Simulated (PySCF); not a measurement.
## Basis set benchmark on one molecule

Molecule: (CH3)2PPF2, C2H6F2P2.

Geometry (Å), atoms numbered from 1 in this order:
```xyz
12

C    -0.506   -1.330   -0.707
P    -0.115   -0.306    0.792
C     1.586    0.298    0.356
P    -1.198    1.494    0.048
F    -2.686    0.886    0.241
F    -1.110    2.379    1.398
H     0.076   -2.262   -0.659
H    -0.280   -0.827   -1.662
H    -1.573   -1.597   -0.685
H     1.877    1.092    1.059
H     1.673    0.678   -0.675
H     2.295   -0.534    0.483
```

Geometry PBE0-D3(BJ)/def2-SVP throughout; GIAO in PySCF 2.14.0 with density-fitted response routines, gas phase, one conformer, non-relativistic; equivalent atoms averaged; functional PBE0.

Reference values (measured; solution; George Maxwell Hunter, The Preparation and Properties of Some Difluorophosphites, PhD thesis, University of Edinburgh, 1981): δ(P4) = 294.0 ppm vs 85 % H3PO4, δ(P2) = -54.0 ppm vs 85 % H3PO4. Computed shifts are taken against H3PO4, calculated as an isolated molecule at each level.

Question: How do the basis sets STO-3G, 6-31G, 6-31G*, def2-SVP, 6-311+G(2d,p), def2-TZVP perform against the reference? Times are CPU seconds on 1 thread of an Arm Neoverse V2, shared host.

Answer: 
```
    basis set  functions     P4     P2  mean abs. error P  core-s
       STO-3G         44  229.7  -38.6               39.9     2.7
        6-31G         74  303.3  -74.9               15.1     5.3
       6-31G*        104  310.7  -54.2                8.4     7.1
     def2-SVP        122  298.6  -61.9                6.3       8
6-311+G(2d,p)        214  317.2  -73.7               21.4      18
    def2-TZVP        234  323.6  -78.5               27.1      22
```

For 31P the closest is def2-SVP (6.3 ppm) and the furthest STO-3G (39.9 ppm). Where a smaller basis beats a larger one, errors probably cancel. One molecule is a small sample, and vibrational and solvent effects are absent from the calculation.

A small basis that lands close on one nucleus may do so by chance; judge by the trend and by all nuclei.
